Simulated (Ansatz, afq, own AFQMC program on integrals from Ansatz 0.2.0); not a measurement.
Where AFQMC and coupled cluster stand for CNO, doublet

```csv
atom,x (Å),y (Å),z (Å)
O,1.0304,-2.1077,-1.2918
C,0.5663,-1.5224,-0.3850
N,0.0823,-0.9119,0.5610
```

Connectivity, by distances: O–C–N.

Basis def2-TZVP. Noble-gas cores (and the filled d shells of Ga–Kr and In–Xe) are frozen. Ansatz 0.2.0 and our own AFQMC program on the same integrals; the CISD trial comes from CCSD amplitudes, and released means the phaseless constraint is let go. Free AFQMC starts from the CCSD state and is never constrained. Its projection time is finite, and what remains of the start isn't in its error. Uncertainties: one standard error, sampling alone.

Determinant: UHF, the one that the program's search chose, which needn't be the lowest solution. The geometry is a PBE0/def2-SVP stationary point of this or a neighbouring charge and spin state.

No full CI on the walks' own integrals is used here; CCSDT(Q) serves as the reference and is uncertain by about the last step of the cluster series.

Cautions: unrestricted determinant slightly spin contaminated (⟨S²⟩ 0.84 against 0.75); the released energies are still falling, so no released level is given (meV from the phaseless value at times in 1/Eh: -24 ± 5 at 0.24, -41 ± 5 at 0.51, -46 ± 9 at 0.99, -52 ± 10 at 1.50), though the last usable value meets CCSDT(Q) within the noise.

* T1 diagnostic: 0.0269
* weight of the determinant in the CISD state: 0.841
* ⟨S²⟩ of the determinant: 0.842
* size of the correlated space: 15 electrons in 90 orbitals

| level | correlation energy (eV) |
| --- | --- |
| MP2 | -14.1025 |
| CCSD | -14.4859 |
| CCSD(T) | -15.1970 |

Problem. Estimate where free-projection AFQMC lies against CCSD(T) on the same integrals.

Solution. 8.0 ± 1.8 kJ/mol below CCSD(T).

Reference: CCSDT(Q), correlation energy -15.281 eV.

```json
{"level": "CCSD(T)", "E − E(reference) (kJ/mol)": "8.1", "share of correlation (%)": "99.45"}
{"level": "CCSDT", "E − E(reference) (kJ/mol)": "5.8", "share of correlation (%)": "99.61"}
{"level": "ph-AFQMC/HF", "E − E(reference) (kJ/mol)": "12.2 ± 2.9", "share of correlation (%)": "99.17"}
{"level": "ph-AFQMC/CISD", "E − E(reference) (kJ/mol)": "5.4 ± 0.4", "share of correlation (%)": "99.63"}
{"level": "free AFQMC", "E − E(reference) (kJ/mol)": "0.2 ± 1.8", "share of correlation (%)": "99.99"}
```

Free projections are given only where their last times agree within the noise and don't stop above the reference; a slow remainder of the start can still hide under it. A walk keeps the symmetry of its determinant, which the program's search chose and which needn't be the lowest solution, so a lower state of the same spin and another symmetry isn't excluded.
